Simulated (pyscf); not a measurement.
Single points on ωB97X-D3(BJ)/def2-SVP structures (PySCF, gas phase).

Task: Estimate the classical barrier height and the reaction energy of [H₂N–AlH]• + hydrogen (H₂) -> H₂N–AlH₂ + H atom (H•) at ωB97M-D3(BJ)/def2-TZVP. The step runs on the doublet surface, breaks H–H and forms Al–H; take the separated reactants as zero.

Result: ΔE‡ = 84.6 kJ/mol, ΔE = +70.9 kJ/mol. Zero-point energy shifts the barrier by -6.6 kJ/mol. It is a hydrogen abstraction, with an imaginary mode of 696i cm⁻¹. One saddle was located; it need not be the lowest between these sides. The angle at the transferred H is 174°.
